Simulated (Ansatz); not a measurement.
C4H4O2 can be A, `OC=C=C1CO1`, or B, `C=C1OCC1=O`.

Program: Ansatz. Geometries: PBE0-D4/def2-TZVP. ΔE: electronic, gas phase. CCSD(T)/CBS adds triple-zeta CCSD(T) − MP2 to the extrapolated MP2 energy (def2 sets, frozen cores). Functionals use def2-TZVPP. B3LYP here is the variant with VWN-RPA as its local correlation; programs differ in this. Each species was taken in one conformer, which may not be the lowest.

Which is lower in electronic energy at CCSD(T)/CBS, and by how much? (An estimate is asked.)

Computed: B, by 163.0 kJ/mol.

Give E(B) − E(A) in kJ/mol with ωB97M-V, B2PLYP, B3LYP, PBE-D4, CCSD/def2-TZVPP, r2SCAN-D4, HF/def2-TZVPP. (Best estimate.)

The calculation gave: ωB97M-V -164.0, B2PLYP -159.8, B3LYP -153.2, PBE-D4 -146.9, CCSD/def2-TZVPP -170.7, r2SCAN-D4 -153.1, HF/def2-TZVPP -187.9. None reverses the order clearly.

Largest T1 diagnostic: 0.015.

In def2-TZVPP, CCSD(T) changes the Hartree–Fock value by +19.6 kJ/mol (the triples alone add +2.5 kJ/mol) and MP2 by +24.6 kJ/mol. The D4 term adds −4.3 kJ/mol with B3LYP and −2.2 kJ/mol with PBE0; it sums over pairs of atoms, weighted by their polarisabilities, and B3LYP, whose exchange is more repulsive, gets the larger term.
